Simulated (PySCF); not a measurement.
**Adding and removing an electron: NaP**

ROHF; PySCF, no relativity, basis sets Na aug-cc-pVDZ, P aug-cc-pV(D+d)Z. Neutral (ROHF): triplet (π ↑↑), Re = 2.691 Å, ωe = 286 cm⁻¹, De = 0.13 eV, HOMO -6.08 eV, LUMO -0.44 eV.

NaP⁺ (UHF): quartet (σ ↑, π ↑↑), Re = 3.187 Å, ωe = 110 cm⁻¹, De = 0.20 eV to Na⁺ + P. The energies at the minima are -502.56774 hartree for NaP and -502.38841 for NaP⁺.

**Question.** Work out the adiabatic ionisation energy, without and with harmonic zero-point energies (1 hartree = 27.2114 eV, 1 eV = 8065.5 cm⁻¹), and the change of the bond length.

**Answer.** At HF: 0.17933 hartree = 4.880 eV between the minima; the zero-point term (110.0 − 286.0)/2 cm⁻¹ = -0.011 eV makes it 4.869 eV. Re changes by +49.6 pm against the neutral. The electron leaves a σ orbital, and the ion is left as a loose complex of an ion and an atom.

UHF and ROHF references stand side by side, which adds small steps between rows. For an ion De counts to the pair picked by the measured ionisation energies or electron affinities, which need not be the lowest pair at this level. Hartree–Fock leaves out correlation, which carries a large part of most bond energies and some tenths to 1 eV of ionisation energies. States were picked by a PBE0 search and need not be the measured ground states.

Neutral and ion stand on different kinds of reference determinant, which adds to the error of the difference.
